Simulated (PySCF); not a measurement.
From results back to the method.

Compound: P₂H₄.
Geometry (PBE0-D3(BJ)/def2-SVP, Å), atoms numbered from 1 in this order:
```
atom  x, y, z in Å
P1    -0.9588   -0.5807   -0.0086
P2     0.9821    0.5498    0.0104
H3    -1.5525    0.2388    1.0024
H4    -1.5097    0.2208   -1.0574
H5     1.5716   -0.2987    0.9992
H6     1.5365   -0.2220   -1.0585
```

The closed-shell ground state was solved 7 times with PySCF (density fitting, gas phase), always in the def2-SVPD basis (80 functions), with these functionals: B3LYP, CAM-B3LYP, HF, LC-wPBE, PBE, PBE0 and wB97X-D.

```csv
row,total energy (Eh),HOMO (eV),LUMO (eV)
P,-684.8930,-8.11,0.75
Q,-684.9285,-6.69,-0.47
R,-684.6762,-9.43,1.86
S,-684.6249,-6.89,-0.26
T,-683.5834,-9.28,2.72
U,-684.5610,-5.84,-1.10
V,-684.8814,-8.69,1.41
```

Problem. Which functional belongs to which row?

Solution. P = CAM-B3LYP, Q = B3LYP, R = LC-wPBE, S = PBE0, T = HF, U = PBE, V = wB97X-D. By rising HOMO–LUMO gap: PBE (GGA) 4.74 eV; B3LYP (global hybrid, 20 % exact exchange) 6.22 eV; PBE0 (global hybrid, 25 % exact exchange) 6.63 eV; CAM-B3LYP (range-separated hybrid) 8.86 eV; wB97X-D (range-separated hybrid) 10.10 eV; LC-wPBE (range-separated hybrid) 11.29 eV; HF (all exact exchange) 12.00 eV. Total energies of different functionals aren't bounds to one another; each is stationary for its own functional.

One conformer stands for the species.

Note: wB97X-D ran without an empirical dispersion term, which enters the total energy and its gradient alone.
